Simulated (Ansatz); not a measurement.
A calculation with Ansatz (development build ahead of 0.2.0).

```yaml
crystal:
  periodic: [false, false, false]
  atoms:
    - { symbol: C, position_ang: [-0.86907, -1.10097, 0.39464] }
    - { symbol: C, position_ang: [-1.35887, 0.27018, 0.45125] }
    - { symbol: C, position_ang: [-0.4898, 1.37115, 0.05661] }
    - { symbol: C, position_ang: [0.86907, 1.10097, -0.39464] }
    - { symbol: C, position_ang: [1.35887, -0.27018, -0.45125] }
    - { symbol: C, position_ang: [0.4898, -1.37115, -0.05661] }
    - { symbol: H, position_ang: [-1.54491, -1.95715, 0.70153] }
    - { symbol: H, position_ang: [-2.41561, 0.48029, 0.80217] }
    - { symbol: H, position_ang: [-0.8707, 2.43743, 0.10063] }
    - { symbol: H, position_ang: [1.54491, 1.95715, -0.70153] }
    - { symbol: H, position_ang: [2.41561, -0.48029, -0.80217] }
    - { symbol: H, position_ang: [0.8707, -2.43743, -0.10063] }
basis:
  gaussian: { orbitals: STO-3G }
hamiltonian:
  xc: hf
```

The input is written out in the form of the current development build from the run's settings.

Results

```
Converged                       : yes
Total energy                    : -227.84707 hartree
Spin squared of the determinant : 0.000
```

Caution: no unrestricted run beside it, a lower state can exist.
